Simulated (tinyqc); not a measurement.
Worked calculation: extended Hueckel theory, for CO. Computed by tinyqc, a small Python program that keeps every step (integrals from PySCF). Settings: charge = 0, K = 1.75, multiplicity = 1. Command: `OMP_NUM_THREADS=1 python tinyqc.py 31181 31182 out.jsonl` (the two numbers bound the seeds that draw the settings). One thread of a shared host (Intel(R) Xeon(R) Processor @ 2.60GHz), about 0.01 s of CPU time with the checks.

## Overlaps

Geometry (angstrom):
```
atom         x         y         z
C     0.000000  0.000000  0.000000
O     0.000000  0.000000  1.192000
```

Parameters chosen for this run:
```
element  shell  Slater exponent   H_ii (eV)
O           2s         2.275000  -32.300000
O           2p         2.275000  -14.800000
C           2s         1.625000  -21.400000
C           2p         1.625000  -11.400000
```

Slater orbitals, each expanded in six Gaussians scaled to its exponent.

overlap S, order 1C 2s, 1C 2px, 1C 2py, 1C 2pz, 2O 2s, 2O 2px, 2O 2py, 2O 2pz:
```
[[1.000000, 0.000000, 0.000000, 0.000000, 0.388417, 0.000000, 0.000000, -0.314644],
 [0.000000, 1.000000, 0.000000, 0.000000, 0.000000, 0.226839, 0.000000, 0.000000],
 [0.000000, 0.000000, 1.000000, 0.000000, 0.000000, 0.000000, 0.226839, 0.000000],
 [0.000000, 0.000000, 0.000000, 1.000000, 0.471315, 0.000000, 0.000000, -0.304436],
 [0.388417, 0.000000, 0.000000, 0.471315, 1.000000, 0.000000, 0.000000, 0.000000],
 [0.000000, 0.226839, 0.000000, 0.000000, 0.000000, 1.000000, 0.000000, 0.000000],
 [0.000000, 0.000000, 0.226839, 0.000000, 0.000000, 0.000000, 1.000000, 0.000000],
 [-0.314644, 0.000000, 0.000000, -0.304436, 0.000000, 0.000000, 0.000000, 1.000000]]
```

## Wolfsberg-Helmholz matrix

diagonal H_ii (eV): [-21.400000, -11.400000, -11.400000, -11.400000, -32.300000, -14.800000, -14.800000, -14.800000]

K = 1.750000

H_ij = K' S_ij (H_ii + H_jj)/2 for i != j (the diagonal keeps H_ii), with K' = 1.75.

H (eV), order 1C 2s, 1C 2px, 1C 2py, 1C 2pz, 2O 2s, 2O 2px, 2O 2py, 2O 2pz:
```
[[-21.400000, 0.000000, 0.000000, 0.000000, -18.250749, 0.000000, 0.000000, 9.966350],
 [0.000000, -11.400000, 0.000000, 0.000000, 0.000000, -5.200285, 0.000000, 0.000000],
 [0.000000, 0.000000, -11.400000, 0.000000, 0.000000, 0.000000, -5.200285, 0.000000],
 [0.000000, 0.000000, 0.000000, -11.400000, -18.021892, 0.000000, 0.000000, 6.979188],
 [-18.250749, 0.000000, 0.000000, -18.021892, -32.300000, 0.000000, 0.000000, 0.000000],
 [0.000000, -5.200285, 0.000000, 0.000000, 0.000000, -14.800000, 0.000000, 0.000000],
 [0.000000, 0.000000, -5.200285, 0.000000, 0.000000, 0.000000, -14.800000, 0.000000],
 [9.966350, 0.000000, 0.000000, 6.979188, 0.000000, 0.000000, 0.000000, -14.800000]]
```

## Orbitals

valence electrons = 10

Solve H C = S C e through S^(-1/2); fill by pairs from the bottom, a degenerate level sharing its electrons equally; each orbital has its largest coefficient positive (the first on a tie).

orbital energies (eV): [-34.333980, -19.104385, -15.494027, -15.494027, -13.693514, -9.640014, -9.640014, 28.064226]

occupations: [2.000000, 2.000000, 2.000000, 2.000000, 2.000000, 0.000000, 0.000000, 0.000000]

coefficients, order 1C 2s, 1C 2px, 1C 2py, 1C 2pz, 2O 2s, 2O 2px, 2O 2py, 2O 2pz:
```
[[0.309679, 0.673795, 0.000000, 0.000000, 0.410163, 0.000000, 0.000000, 0.923366],
 [0.000000, 0.000000, -0.243848, 0.255979, 0.000000, 0.860537, 0.434437, 0.000000],
 [0.000000, 0.000000, 0.255979, 0.243848, 0.000000, -0.434437, 0.860537, 0.000000],
 [0.068892, -0.314831, 0.000000, 0.000000, -0.552939, 0.000000, 0.000000, 1.144565],
 [0.810613, -0.337865, 0.000000, 0.000000, 0.058698, 0.000000, 0.000000, -1.038427],
 [0.000000, 0.000000, -0.592251, 0.621716, 0.000000, -0.502574, -0.253721, 0.000000],
 [0.000000, 0.000000, 0.621716, 0.592251, 0.000000, 0.253721, -0.502574, 0.000000],
 [0.025513, -0.534072, 0.000000, 0.000000, 0.692851, 0.000000, 0.000000, 0.819405]]
```

sum of one-electron energies = -196.239865 eV

Within a degenerate level the vectors are fixed only up to a rotation; this is one choice.

## Mulliken analysis

P = C n C^T; charge = valence electrons (O 6, C 4) minus the sum of (P S)_ii on the atom; overlap population = 2 sum P_ij S_ij between two atoms.

charges: [0.637488, -0.637488]

Overlap populations:
```
pair     value
2-1   1.214166
```
